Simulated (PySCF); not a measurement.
Species: `CC(C)(C)S`. The columns A, B, C and D hold Mulliken, IAO, Hirshfeld and ESP-fitted charges (e) of one PBE0/pcSseg-1 density (PySCF), in a shuffled order. Coordinates in Å (PBE0-D3(BJ)/def2-SVP); the density's dipole moment is (-0.52, -0.19, -1.68) D.

```json
{"atom": "C1", "x": "0.751", "y": "0.828", "z": "-0.910", "A": "-0.123", "B": "-0.408", "C": "-0.151", "D": "-0.630"}
{"atom": "C2", "x": "0.089", "y": "0.006", "z": "0.191", "A": "+0.029", "B": "-0.003", "C": "-0.656", "D": "+0.457"}
{"atom": "C3", "x": "-0.351", "y": "-1.356", "z": "-0.335", "A": "-0.123", "B": "-0.408", "C": "-0.152", "D": "-0.641"}
{"atom": "C4", "x": "-1.099", "y": "0.761", "z": "0.781", "A": "-0.120", "B": "-0.411", "C": "-0.177", "D": "-0.476"}
{"atom": "S5", "x": "1.264", "y": "-0.216", "z": "1.601", "A": "-0.062", "B": "-0.101", "C": "-0.070", "D": "-0.381"}
{"atom": "H6", "x": "0.041", "y": "1.002", "z": "-1.736", "A": "+0.040", "B": "+0.133", "C": "+0.112", "D": "+0.186"}
{"atom": "H7", "x": "1.085", "y": "1.803", "z": "-0.527", "A": "+0.037", "B": "+0.145", "C": "+0.127", "D": "+0.152"}
{"atom": "H8", "x": "1.627", "y": "0.307", "z": "-1.325", "A": "+0.037", "B": "+0.134", "C": "+0.112", "D": "+0.165"}
{"atom": "H9", "x": "-0.804", "y": "-1.960", "z": "0.465", "A": "+0.037", "B": "+0.145", "C": "+0.127", "D": "+0.155"}
{"atom": "H10", "x": "-1.094", "y": "-1.231", "z": "-1.141", "A": "+0.040", "B": "+0.133", "C": "+0.112", "D": "+0.188"}
{"atom": "H11", "x": "0.501", "y": "-1.919", "z": "-0.747", "A": "+0.037", "B": "+0.134", "C": "+0.112", "D": "+0.167"}
{"atom": "H12", "x": "-1.574", "y": "0.187", "z": "1.592", "A": "+0.040", "B": "+0.143", "C": "+0.129", "D": "+0.159"}
{"atom": "H13", "x": "-0.791", "y": "1.738", "z": "1.184", "A": "+0.040", "B": "+0.143", "C": "+0.129", "D": "+0.160"}
{"atom": "H14", "x": "-1.854", "y": "0.937", "z": "-0.001", "A": "+0.043", "B": "+0.138", "C": "+0.120", "D": "+0.128"}
{"atom": "H15", "x": "2.208", "y": "-0.889", "z": "0.907", "A": "+0.047", "B": "+0.081", "C": "+0.127", "D": "+0.211"}
```

Q: Which column most likely holds the ESP-fitted charges?

A: D. Σ q r misses the density's dipole by 0.09 D (D), 0.36 D (C), 0.86 D (B), 1.40 D (A). Charges fitted to the outside potential are the only set here that is tied to the molecule's multipoles.

Q: And the Hirshfeld charges?

A: A. The mean sizes are 0.057 e (A), 0.161 e (C), 0.177 e (B), 0.284 e (D), and Hirshfeld charges are commonly the smallest of these schemes.

As computed, A = Hirshfeld, B = IAO, C = Mulliken, D = ESP-fitted. Hydrogens on carbon: Hirshfeld +0.04 to +0.04, IAO +0.13 to +0.14, Mulliken +0.11 to +0.13, ESP-fitted +0.13 to +0.19 e.

The Mulliken scheme counts on each atom the diagonal of the density matrix times the overlap matrix over that atom's basis functions. The ESP scheme is a least-squares fit of atom-centred charges to the potential on four shells outside the van der Waals surface, with the total charge fixed.

Geometry: PBE0-D3(BJ)/def2-SVP; no solvent, vibrations or thermal averaging.

The values belong to the conformer `[CH3:1][C:2]([CH3:3])([CH3:4])[SH:5]`: H–S5–C2–C1 -62°.
